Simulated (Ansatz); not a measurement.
Mg₃⁻ was relaxed with r2SCAN (def2-TZVPD) in Ansatz in these states: charge -1 doublet, charge -1 quartet. The geometries follow in no particular order.

A:

```
atom   x (Å)   y (Å)   z (Å)
 Mg1  -0.772  -1.476  -0.533
 Mg2   1.737   0.056   0.198
 Mg3  -0.965   1.420   0.335
```

B:

Cartesian coordinates in Å:
```
Mg -1.265 1.172 -1.038
Mg 0.116 -0.880 1.806
Mg 1.148 -0.292 -0.768
```

Task: Judge from the bond lengths which geometry belongs to which state (an estimate).

Result: A is the charge -1 doublet (Mg1–Mg2 3.030 Å, Mg2–Mg3 3.030 Å, Mg1–Mg3 3.030 Å); B is the charge -1 quartet (Mg1–Mg2 3.769 Å, Mg2–Mg3 2.835 Å, Mg1–Mg3 2.835 Å).

At r2SCAN/def2-TZVPD the highest occupied level of the charge -1 doublet lies above zero (up to 0.58 eV). By energy differences its removal costs 1.03 eV (vertical, to the charge 0 singlet, at r2SCAN/def2-TZVPD); a positive level beside a positive removal energy at the same level points to self-interaction error. At r2SCAN/def2-TZVPD the highest occupied level of the charge -1 quartet lies above zero (up to 0.61 eV). It is a level of α spin, whose loss leaves a triplet; that state wasn't run at this geometry and level. The electron is either unbound and held by the finite basis, or the level is raised by self-interaction error. At PBE0/def2-TZVPD a doublet lies 1.11 eV below the charge -1 quartet. These are the stationary points nearest to one start from a short search; other shapes may lie lower in each state.
